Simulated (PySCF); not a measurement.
# How well do the runs reproduce experiment for difluorosilane?

**Experimental background.**

NIST CCCBDB Release 22 (SRD 101), experimental dipoles lists, for the gas: dipole moment (microwave Stark effect, vibrational ground state) 1.54 ± 0.02 D.

How close the calculation comes is told at the end.

Species: difluorosilane, F₂H₂Si.
Numbering: `[F:1][SiH2:2][F:3]` (hydrogens: H4, H5 on Si2)

Geometry (GFN2-xTB, Å), atoms numbered from 1 in this order:
```
atom  x, y, z in Å
F1    -1.2039   -0.9315   -0.1024
Si2   -0.0034    0.1111    0.0112
F3     1.2874   -0.8123   -0.1363
H4    -0.0109    0.6536    1.3480
H5    -0.0605    0.9820   -1.1377
```

Runs made with PySCF (gas phase, on this GFN2-xTB geometry; no spin–orbit coupling):

```tsv
level	job	basis functions	wall time
wB97X-D/def2-SVPD	8 singlets by full TDDFT, 3 Tamm–Dancoff triplets, polarisability	86	3.9 s
```

Hardware: an x86-64 server with one thread, no GPU (shared host).

Results beside the measurements:

**Dipole moment.** Measured: 1.54 D (NIST CCCBDB Release 22 (SRD 101), experimental dipoles).

```csv
level,computed (D),computed − measured (D),% (from the printed values)
wB97X-D/def2-SVPD,2.12,+0.58,+38
```

The computed dipoles belong to one fixed geometry; measured ones are averaged over vibrations unless marked μe. Magnitudes are compared, not signs.

The geometry is computed, not the measured one. Where a level misses, the cause wasn't examined.
